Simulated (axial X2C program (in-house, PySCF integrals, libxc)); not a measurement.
# Testing model relations on Mg₂⁺

A bond curve at the PBE0 level, with spin–orbit coupling, was computed with an in-house all-electron X2C program for linear molecules (integrals from PySCF) (basis Mg dyall-cv3z [9s8p6d3f] (cores contracted in-house)) for the state Ω = 1/2 (⟨Sz⟩ = 0.50, ⟨Lz⟩ = 0.00 at PBE0). Its fit gives Re = 3.0399 Å, ωe = 203.3 cm⁻¹, ωexe = 1.21 cm⁻¹ and αe = 1.319e-03 cm⁻¹; the masses are 23.9850 and 23.9850 u. Two-component means X2C with spin–orbit coupling and atomic mean-field Coulomb and Gaunt terms.

Question: Find the reduced mass, Be and the force constant.

Answer: From the PBE0 values: μ = 11.9925 u. Be = 16.8576/(μ Re²) = 0.1521 cm⁻¹. k = 5.8918×10⁻⁷ μ ωe² = 0.292 mdyn/Å.

Question: Estimate De from a Morse curve and compare with the computed well depth of 1.481 eV to Mg+ + Mg.

Answer: De(Morse) = ωe²/(4ωexe) = 1.059 eV against 1.481 eV computed, a ratio of 0.72. The extrapolation falls short: long-range attraction (ionic or ion–induced dipole) or a change of character along the curve can cause this.

Question: Estimate the centrifugal constant by the Kratzer relation.

Answer: D = 4Be³/ωe² = 3.41e-07 cm⁻¹.

Question: Where do the fundamental and the first overtone lie?

Answer: ν(1←0) = ωe − 2ωexe = 200.9 cm⁻¹; ν(2←0) = 2ωe − 6ωexe = 399.3 cm⁻¹.

Question: A Morse curve ties αe to the other constants (Pekeris). How well does that hold?

Answer: αe(Morse) = 6Be²/ωe × (√(ωexe/Be) − 1) = 1.243e-03 cm⁻¹; the PBE0 curve gives 1.319e-03 cm⁻¹, a ratio of 0.94.

The state is a single determinant with fixed occupations, the lowest that a limited PBE0 search found. Dissociation energies refer to the lowest single-determinant-based atoms at the same level and basis. Density functionals use the spin component along the axis (collinear).
